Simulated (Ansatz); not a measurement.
# C6H4: the cost of one run

Method: the settings change from run to run; program: Ansatz 0.2.0, Gaussian basis.

### 1 The geometry

An earlier PBE0-D4 in a triple-zeta def2 set relaxation fixed the geometry.

SMILES `c1ccccc#1`, 10 atoms, charge 0, spin multiplicity 1.

Atoms are counted from 1 here; the program's logs count them from 0.

Bond lengths: C1–C2 1.375 Å, C1–C6 1.241 Å, C2–C3 1.404 Å, C2–H7 1.082 Å, C3–C4 1.398 Å, C3–H8 1.085 Å, C4–C5 1.404 Å, C4–H9 1.085 Å, C5–C6 1.375 Å, C5–H10 1.082 Å. Angles: C2–C1–C6 127.4°, C1–C2–C3 109.9°, C1–C2–H7 127.4°, C3–C2–H7 122.6°, C2–C3–C4 122.6°, C2–C3–H8 118.6°, C4–C3–H8 118.8°, C3–C4–C5 122.6°, C3–C4–H9 118.8°, C5–C4–H9 118.6°, C4–C5–C6 109.9°, C4–C5–H10 122.6°, C6–C5–H10 127.4°, C1–C6–C5 127.4°.

As a file:

```
atom    x (Å)    y (Å)    z (Å)
  C1   0.2360  -0.2259  -1.6246
  C2   0.1904  -1.3005  -0.7681
  C3  -0.0179  -0.8558   0.5470
  C4  -0.1516   0.4966   0.8731
  C5  -0.0881   1.5172  -0.0885
  C6   0.1173   0.9747  -1.3350
  H7   0.2938  -2.3477  -1.0203
  H8  -0.0772  -1.5934   1.3410
  H9  -0.3111   0.7707   1.9111
 H10  -0.1916   2.5643   0.1644
```

### 2 B2PLYP/def2-TZVPD

Set apart from the defaults: charge -1, multiplicity 2, atoms shaken by 0.08 Å, density fitting with def2-universal-jkfit, finite nuclei.

Input file in.yaml:

```yaml
crystal:
  periodic: [false, false, false]
  atoms:
    - {symbol: C, position_ang: [0.262116, -0.261345, -1.718653]}
    - {symbol: C, position_ang: [0.186999, -1.401343, -0.795171]}
    - {symbol: C, position_ang: [-0.087791, -0.812343, 0.490196]}
    - {symbol: C, position_ang: [-0.139250, 0.571327, 0.958398]}
    - {symbol: C, position_ang: [-0.108418, 1.588689, -0.081319]}
    - {symbol: C, position_ang: [0.066712, 0.950090, -1.223208]}
    - {symbol: H, position_ang: [0.292244, -2.303600, -1.031181]}
    - {symbol: H, position_ang: [-0.026551, -1.683844, 1.282813]}
    - {symbol: H, position_ang: [-0.385540, 0.930668, 1.923236]}
    - {symbol: H, position_ang: [-0.172260, 2.553333, 0.260700]}
basis:
  gaussian: {orbitals: def2-TZVPD, fitting: {mean_field: def2-universal-jkfit}, nuclear_model: gaussian}
total_charge: -1
magnetization: {spin_polarized: true, initial_magnetization: 1}
hamiltonian: {xc: {name: B2PLYP}}
output: {forces: true}
```

Started as:

```sh
> ansatz run in.yaml --threads 4 --pin off --events-out ev --progress --plain --max-ram 10444MiB
```

What time and memory should one allow on 4 threads of Arm Neoverse V1, shared host?

About 33 s, with a peak of 1.1 GiB.
